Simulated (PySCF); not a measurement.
# PF3 (phosphorus trifluoride): CISD/STO-6G

What is the energy change on altering one bond length of PF3 (phosphorus trifluoride) at CISD/STO-6G? Input form: a Python script.

The results are computed with PySCF 2.14.0.

22 further runs of the same task are left out: 12 that didn't finish, 10 set aside as unsound or not needed.

### Step 1. The system as given

The species is PF3 (4 atoms), meant as a singlet with charge 0. SMILES: `FP(F)F`. Geometry: relaxed at PBE0-D4/def2-TZVP.

Bond lengths: F1–P2 1.572 Å, P2–F3 1.572 Å, P2–F4 1.572 Å. Angles: F1–P2–F3 97.6°, F1–P2–F4 97.6°, F3–P2–F4 97.6°.

### Step 2. A single-point energy at CISD/STO-6G

The input, input.py:

```python
from pyscf import gto, scf, ci

mol = gto.Mole()
mol.atom = [
    ('F', (0.834400, -0.663200, 0.874500)),
    ('P', (-0.297500, 0.314600, 0.392300)),
    ('F', (-1.061900, -0.696500, -0.536900)),
    ('F', (0.525000, 1.045200, -0.730000)),
]
mol.charge = 0
mol.verbose = 4
mol.max_memory = 1860
mol.basis = 'sto-6g'
mol.build()

mf = scf.RHF(mol)
mf.conv_tol = 1e-10
mf.kernel()
if not mf.converged:
    mf = mf.newton().run(mf.mo_coeff, mf.mo_occ)

cisd = ci.CISD(mf, frozen=8)
cisd.kernel()
etot = cisd.e_tot
print('Final energy', etot)
```

Command:

```sh
$ OMP_NUM_THREADS=1 python input.py
```

Standard output:

```text
PySCF version 2.14.0

[INPUT] num. atoms = 4
[INPUT] num. electrons = 42
[INPUT] charge = 0
[INPUT] spin (= nelec alpha-beta = 2S) = 0
[INPUT] symmetry False subgroup None
[INPUT] Mole.unit = angstrom
[INPUT] Symbol           X                Y                Z      unit          X                Y                Z       unit  Magmom
[INPUT]  1 F      0.834400000000  -0.663200000000   0.874500000000 AA    1.576787478337  -1.253266365812   1.652565495932 Bohr   0.0
[INPUT]  2 P     -0.297500000000   0.314600000000   0.392300000000 AA   -0.562193522058   0.594507838788   0.741339558667 Bohr   0.0
[INPUT]  3 F     -1.061900000000  -0.696500000000  -0.536900000000 AA   -2.006700171676  -1.316194245760  -1.014593956279 Bohr   0.0
[INPUT]  4 F      0.525000000000   1.045200000000  -0.730000000000 AA    0.992106215397   1.975141745395  -1.379500070932 Bohr   0.0

nuclear repulsion = 190.762092590798
number of shells = 14
number of NR pGTOs = 144
number of NR cGTOs = 24
basis = sto-6g
ecp = {}

******** <class 'pyscf.scf.hf.RHF'> ********
method = RHF
initial guess = minao
damping factor = 0
level_shift factor = 0
DIIS = <class 'pyscf.scf.diis.CDIIS'>
diis_start_cycle = 1
diis_space = 8
diis_damp = 0
SCF conv_tol = 1e-10
SCF conv_tol_grad = None
SCF max_cycles = 50
direct_scf = True
direct_scf_tol = 1e-13
Set gradient conv threshold to 1e-05
Initial guess from minao.
init E= -636.689198779542
  HOMO = -0.328252690410987  LUMO = 0.211191639568569  gap/eV = 14.67903
cycle= 1 E= -636.301393548221  delta_E= 0.388  |g|= 0.487  |ddm|= 2.67
  HOMO = -0.319520353301361  LUMO = 0.368902385335723  gap/eV = 18.73294
cycle= 2 E= -636.417995559984  delta_E= -0.117  |g|= 0.0991  |ddm|= 0.998
  HOMO = -0.316161573431016  LUMO = 0.417879901599497  gap/eV = 19.97429
cycle= 3 E= -636.422926842773  delta_E= -0.00493  |g|= 0.0331  |ddm|= 0.172
  HOMO = -0.315534592644498  LUMO = 0.425177242317017  gap/eV = 20.15580
cycle= 4 E= -636.423959734246  delta_E= -0.00103  |g|= 0.00347  |ddm|= 0.127
  HOMO = -0.314927556112905  LUMO = 0.424962011123749  gap/eV = 20.13342
cycle= 5 E= -636.423969780339  delta_E= -1e-05  |g|= 0.000418  |ddm|= 0.0116
  HOMO = -0.31501853973304  LUMO = 0.425026061956418  gap/eV = 20.13764
cycle= 6 E= -636.423969898345  delta_E= -1.18e-07  |g|= 6.33e-05  |ddm|= 0.00109
  HOMO = -0.314988117869809  LUMO = 0.425014555795752  gap/eV = 20.13650
cycle= 7 E= -636.423969901416  delta_E= -3.07e-09  |g|= 9.24e-06  |ddm|= 0.00021
  HOMO = -0.314990424897295  LUMO = 0.425018150220596  gap/eV = 20.13666
cycle= 8 E= -636.423969901476  delta_E= -6e-11  |g|= 2.17e-06  |ddm|= 2.49e-05
  HOMO = -0.314990084209  LUMO = 0.425018078108605  gap/eV = 20.13665
Extra cycle  E= -636.42396990148  delta_E= -3.64e-12  |g|= 1.02e-06  |ddm|= 4.58e-06
converged SCF energy = -636.42396990148

******** <class 'pyscf.ci.cisd.RCISD'> ********
CISD nocc = 13, nmo = 16
frozen orbitals 8
max_cycle = 50
direct = 0
conv_tol = 1e-09
max_cycle = 50
max_space = 12
lindep = 0
nroots = 1
Init t2, MP2 energy = -0.0751206292799055
RCISD converged
E(RCISD) = -636.5154001859457  E_corr = -0.09143028446579837
Final energy -636.5154001859457
```

It took 1.1 s on 1 thread of Arm Neoverse V1, shared host; peak memory 0.1 GiB.

### Step 3. The distorted shape

The input, run.py:

```python
from pyscf import gto, ci

system = gto.M(
    atom='F 1.739912 -1.445433 1.260256; P -0.297500 0.314600 0.392300; F -1.061900 -0.696500 -0.536900; F 0.525000 1.045200 -0.730000',
    spin=0,
    basis='sto-6g',
    max_memory=1860,
    verbose=3,
)

myscf = system.RHF()
myscf.conv_tol = 1e-10
myscf.kernel()
if not myscf.converged:
    myscf = myscf.newton().run(myscf.mo_coeff, myscf.mo_occ)

cisd = ci.CISD(myscf, frozen=8)
cisd.kernel()
e_tot = cisd.e_tot
print('E(%s) = %.9f' % ('CISD', e_tot))
```

Command:

```sh
$ OMP_NUM_THREADS=1 python run.py
```

Standard output:

```text
converged SCF energy = -636.155565594848
E(RCISD) = -636.3912227221334  E_corr = -0.2356571272852215
E(CISD) = -636.391222722
```

Run time: 1.2 s. Hardware: 1 thread of Arm Neoverse V1, shared host; peak memory 0.12 GiB.

### Step 4. Summary of results

Level: CISD/STO-6G, 8 core orbitals frozen.

| quantity | value |
| --- | --- |
| first shape: total energy | -636.51540 Eh |
| first shape: dipole moment (Hartree–Fock density) | 1.35 D |
| first shape: HOMO energy (Hartree–Fock orbitals) | -8.57 eV |
| first shape: LUMO energy (Hartree–Fock orbitals) | 11.57 eV |
| first shape: HOMO–LUMO gap (Hartree–Fock orbitals) | 20.14 eV |
| first shape: correlation energy (8 core orbitals frozen) | -91.4 mEh |
| distorted shape: total energy | -636.39122 Eh |
| distorted shape: dipole moment (Hartree–Fock density) | 3.10 D |
| distorted shape: HOMO energy (Hartree–Fock orbitals) | -4.76 eV |
| distorted shape: LUMO energy (Hartree–Fock orbitals) | 2.36 eV |
| distorted shape: HOMO–LUMO gap (Hartree–Fock orbitals) | 7.11 eV |
| distorted shape: correlation energy (8 core orbitals frozen) | -235.7 mEh |
| energy change with the F1–P2 bond stretched from 1.572 to 2.829 Å | 3.379 eV |

In words: One bond (distorted shape) is far stretched, which a spin-restricted single reference describes badly; a broken-symmetry solution may lie lower. With the F1–P2 bond stretched from 1.572 to 2.829 Å the energy rises by 3.38 eV (326 kJ/mol). The first shape isn't relaxed at this level, so the change isn't measured from a minimum. A restricted reference can't describe the breaking bond well at this length. The minimal basis adds a large error of its own. Mulliken charges (distorted shape) of the mean-field density run from -0.28 on F3 to +0.82 on P2.
